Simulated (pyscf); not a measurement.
# Four-centre exchange: F–SiH₂–O–SiH₃ (SMILES F[SiH2]O[SiH3]) + HF (SMILES F) -> F–SiH₂–F (SMILES F[SiH2]F) + HO–SiH₃ (SMILES O[SiH3])

Gas phase, singlet surface, charge 0. Bonds broken: Si2–O3, H10–F11. Bonds formed: Si2–F11, O3–H10. Single points on ωB97X-D3(BJ)/def2-SVP structures (PySCF, gas phase).

Transition state (Å):

```xyz
11

F      1.0084     0.5979     0.5926
Si    -0.3307     0.4329     1.5715
O     -1.3871     0.4521     0.1160
Si    -0.9656     0.5772    -1.5368
H     -0.0458    -0.8880     2.1659
H     -0.2382     1.6901     2.3394
H     -0.1170    -0.5799    -1.9027
H     -2.2605     0.5336    -2.2631
H     -0.2795     1.8704    -1.7588
H     -2.2157     0.3370     0.8746
F     -2.1595     0.2588     2.1122
```

One imaginary mode, 750i cm⁻¹; descent along it reached the two sides named, in the forms told below.

```
bond     change  reactant side (Å)  saddle  product side
-------  ------  -----------------  ------  ------------
Si2–O3   breaks              1.673   1.799         1.873
H10–F11  breaks              0.938   1.241         2.284
Si2–F11   forms                2.8   1.915         1.673
O3–H10    forms              1.773   1.129         0.968
```

Electronic energies relative to the separated reactants (kcal/mol):

```json
[
 {"level": "ωB97X-D3(BJ)/def2-TZVP", "barrier": "13.1", "reaction energy": "-4.3", "reverse barrier": "17.4"},
 {"level": "PBE/def2-TZVP", "barrier": "9.6", "reaction energy": "-7.5", "reverse barrier": "17.1"},
 {"level": "r²SCAN/def2-TZVP", "barrier": "10.5", "reaction energy": "-6.7", "reverse barrier": "17.3"},
 {"level": "B3LYP-D3(BJ)/def2-TZVP", "barrier": "13.4", "reaction energy": "-5.5", "reverse barrier": "18.9"},
 {"level": "PBE0-D3(BJ)/def2-TZVP", "barrier": "11.6", "reaction energy": "-5.3", "reverse barrier": "17.0"},
 {"level": "M06-2X/def2-TZVP", "barrier": "12.5", "reaction energy": "-5.0", "reverse barrier": "17.4"},
 {"level": "ωB97M-D3(BJ)/def2-TZVP", "barrier": "12.9", "reaction energy": "-6.0", "reverse barrier": "18.8"},
 {"level": "HF/def2-TZVP", "barrier": "30.1", "reaction energy": "-5.8", "reverse barrier": "35.8"}
]
```

With ωB97M-D3(BJ)/def2-TZVP energies and thermal terms (ideal gas, 1 atm, RRHO with modes under 100 cm⁻¹ raised to 100, one conformer, R ln 2 for rigid chiral ones), in kcal/mol:

```csv
T (K),ΔH‡,ΔG‡,ΔH,ΔG
298,12.0,23.1,-5.9,-6.8
600,11.6,34.6,-6.5,-7.5
900,11.8,46.0,-6.9,-7.9
1200,12.2,57.3,-7.2,-8.2
```

On the reactant side the descent ends in a complex, 5.1 kcal/mol under the separated species and 18.2 kcal/mol under the saddle at ωB97X-D3(BJ)/def2-TZVP. On the product side the descent ends in an adduct with a O–Si contact, 7.1 kcal/mol over the separated species and 10.3 kcal/mol under the saddle at ωB97X-D3(BJ)/def2-TZVP. What is counted as broken (O–Si) persists as a longer contact in the product adduct; parting that adduct is a step of its own. This is the saddle that the search found; another between the same sides may lie lower.
